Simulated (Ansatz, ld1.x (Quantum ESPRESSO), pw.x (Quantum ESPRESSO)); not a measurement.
## What a changed setting does to a pw.x run (diamond P)

Potential: norm-conserving Troullier–Martins (Kleinman–Bylander form), ld1.x (Quantum ESPRESSO) 7.5, LDA (PW92); core [Ne], reference 3s2 3p1.5; waves: 3p (bound): rc 1.85 bohr; 3d channel at 0.1 Ry: rc 1.50 bohr; 3s (bound): rc 1.40 bohr; local part: the s channel; core correction: a·sin(br)/r model core inside 0.95 bohr.

The reference run (k-mesh 9³, cutoffs 60/240 Ry, Fermi–Dirac 0.01 Ry, mixing_beta 0.4, conv_thr 1e-9, no spin) gives -0.51 GPa at 19.134 Å³/atom, where all-electron LAPW gives -0.12 GPa. This run, with its own iteration cap, changes k-mesh points per axis to 3.

```
&control
  calculation='scf', prefix='x', pseudo_dir='./', outdir='./tmp', tstress=.true., disk_io='none'
/
&system
  ibrav=0, nat=2, ntyp=1, ecutwfc=60, ecutrho=240, nbnd=12,
  occupations='smearing', smearing='fd', degauss=0.01
/
&electrons
  conv_thr=1e-09, mixing_beta=0.4, electron_maxstep=50
/
ATOMIC_SPECIES
P 1.0 P.UPF
CELL_PARAMETERS angstrom
  0.00000000 2.67466004 2.67466004
  2.67466004 0.00000000 2.67466004
  2.67466004 2.67466004 0.00000000
ATOMIC_POSITIONS crystal
P 0.0000 0.0000 0.0000
P 0.2500 0.2500 0.2500
K_POINTS automatic
3 3 3 0 0 0
```

```bash
pw.x < P.scf.in > P.scf.out
```

**Question.** How does the run end?

**Answer.** It converges in 8 iterations; the free energy moves by -361.9 meV/atom and the pressure by -4.09 GPa.

```
Message from routine setup:
     using ibrav=0 with symmetry is DISCOURAGED, use correct ibrav instead
     lattice parameter (alat)  =       7.1480  a.u.
     unit-cell volume          =     258.2453 (a.u.)^3
     number of electrons       =        10.00
     number of Kohn-Sham states=           12
     kinetic-energy cutoff     =      60.0000  Ry
     charge density cutoff     =     240.0000  Ry
     scf convergence threshold =      1.0E-09
     Exchange-correlation= PW
     number of k points=     4  Fermi-Dirac smearing, width (Ry)=  0.0100
     iteration #  1     ecut=    60.00 Ry     beta= 0.40
     total energy              =     -32.06975456 Ry
     estimated scf accuracy    <       0.32548103 Ry
     iteration #  2     ecut=    60.00 Ry     beta= 0.40
     total energy              =     -32.04852395 Ry
     estimated scf accuracy    <       0.06322574 Ry
     iteration #  3     ecut=    60.00 Ry     beta= 0.40
     total energy              =     -32.05820307 Ry
     estimated scf accuracy    <       0.00104192 Ry
     [... 2 iterations left out ...]
     iteration #  6     ecut=    60.00 Ry     beta= 0.40
     total energy              =     -32.05838752 Ry
     estimated scf accuracy    <       0.00000008 Ry
     iteration #  7     ecut=    60.00 Ry     beta= 0.40
     total energy              =     -32.05838755 Ry
     estimated scf accuracy    <          2.4E-09 Ry
     iteration #  8     ecut=    60.00 Ry     beta= 0.40
     the Fermi energy is     7.0431 ev
!    total energy              =     -32.05838755 Ry
     estimated scf accuracy    <          9.3E-10 Ry
     smearing contrib. (-TS)   =      -0.00482931 Ry
     The total energy is F=E-TS. E is the sum of the following terms:
     one-electron contribution =       5.02280570 Ry
     hartree contribution      =       2.29857996 Ry
     xc contribution           =     -12.73070946 Ry
     ewald contribution        =     -26.64423443 Ry
     convergence has been achieved in   8 iterations
          total   stress  (Ry/bohr**3)                   (kbar)     P=      -46.00
     Message from routine punch:
     Nothing written, as per user request (disk_io='none')
```

The run took about 2.5 s on one core of a shared host (Neoverse-N1, 64 threads, 498 GiB, load 31).
